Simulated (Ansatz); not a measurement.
Species: C$_{4}$H$_{3}$O (charge -1, singlet). It need not be the lowest isomer of its formula. Whether it binds its extra electron was not tested at this geometry. 
Structure (B3LYP-D3(BJ)/def2-TZVP (Ansatz, a quantum-chemistry and plane-wave program) minimum search):
```xyz
8

O      0.0080     0.0313     1.1711
C      0.0159     1.2370     0.3986
C     -0.0091    -1.0594     0.3544
C      0.0024     0.7701    -0.9089
C     -0.0133    -0.6659    -0.9452
H     -0.0166    -2.0338     0.8224
H      0.0037     1.4151    -1.7789
H     -0.0260    -1.3216    -1.8063
```
Charge -1, spin multiplicity 1.

Q: Give the harmonic wavenumbers at B3LYP-D3(BJ)/def2-TZVP (Ansatz, finite differences of forces, unscaled).

A: 599, 611, 621, 737, 750, 802, 858, 899, 984, 1079, 1110, 1164, 1355, 1376, 1548, 3157, 3172, 3201 cm⁻¹. Zero-point energy 34.3 kcal/mol.

Q: From these and the geometry, give the ideal-gas thermochemistry at 298.15 K and 1 atm (rigid rotor, harmonic oscillator).

A: Point group Cs, rotational symmetry number 1. Rotational constants 9.758, 9.447, 4.8 GHz. S(trans) 38.53, S(rot) 24.10, S(vib) 2.65, S(elec, spin only) 0.00, S 65.3 cal/(mol K). H(298) - H(0) 2.99 kcal/mol; G - E(el) 17.9 kcal/mol.
